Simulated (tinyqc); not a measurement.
Worked calculation: extended Hueckel theory, for CH3+. The parameters take no account of the charge, which enters only through the electron count. One step of it, computed by the program tinyqc.

Problem. Mulliken analysis. P = C n C^T; charge = valence electrons (C 4, H 1) minus the sum of (P S)_ii on the atom; overlap population = 2 sum P_ij S_ij between two atoms.

coefficients:
```
             MO1        MO2        MO3        MO4        MO5        MO6        MO7
1C 2s   0.744939   0.000010   0.000000   0.033609   0.000272   0.000000   1.515243
1C 2px  0.000005   0.496256   0.000000  -0.000001   1.271990   0.000000  -0.000370
1C 2py  0.000000   0.000000   0.496275   0.000000   0.000000   1.271989   0.000000
1C 2pz  0.004110   0.000001   0.000000   0.998668  -0.000016   0.000000  -0.085417
2H 1s   0.150496   0.526004   0.000000  -0.014224  -1.089432   0.000000  -0.841665
3H 1s   0.150509  -0.262988   0.455520  -0.014222   0.544462  -0.943363  -0.842142
4H 1s   0.150509  -0.262988  -0.455520  -0.014222   0.544462   0.943363  -0.842142
```

occupations: 2.000000  2.000000  2.000000  0.000000  0.000000  0.000000  0.000000

overlap S:
```
           1C 2s     1C 2px     1C 2py     1C 2pz      2H 1s      3H 1s      4H 1s
1C 2s   1.000000   0.000000   0.000000   0.000000   0.530258   0.530297   0.530297
1C 2px  0.000000   1.000000   0.000000   0.000000   0.512344  -0.256199  -0.256199
1C 2py  0.000000   0.000000   1.000000   0.000000   0.000000   0.443711  -0.443711
1C 2pz  0.000000   0.000000   0.000000   1.000000  -0.026570  -0.026572  -0.026572
2H 1s   0.530258   0.512344   0.000000  -0.026570   1.000000   0.150604   0.150604
3H 1s   0.530297  -0.256199   0.443711  -0.026572   0.150604   1.000000   0.150633
4H 1s   0.530297  -0.256199  -0.443711  -0.026572   0.150604   0.150633   1.000000
```

Give: charges; Overlap populations.

Solution.

charges: 1C 0.7459, 2H 0.0847, 3H 0.0847, 4H 0.0847

Overlap populations:
```
pair      value
2-1    0.772690
3-1    0.772728
3-2   -0.069688
4-1    0.772728
4-2   -0.069688
4-3   -0.069703
```
